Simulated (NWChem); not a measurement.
**Correlation energy of Na (-1)**

```xyz
1

Na     0.0000     0.0000     0.0000
```
Charge -1, spin multiplicity 1.

Everything below was run with NWChem.

Basis set: aug-cc-pVTZ. Each correlation energy counts from its own Hartree-Fock reference.

```
method      correlation energy (mHa)            remark
----------  ------------------------  ----------------
CR-CCSD(T)                    -125.4  large amplitudes
MP2                            -29.1                 -
SCS-MP2                        -33.2                 -
CR-CCSD[T]                    -125.4  large amplitudes
CCSD                          -123.8  large amplitudes
```

The values span 96.3 mHa, from CR-CCSD[T] (lowest) to MP2 (highest). 

The correlated methods keep 1 core orbital frozen. No row is a measurement; the coupled-cluster row has its own basis-set and correlation limits.
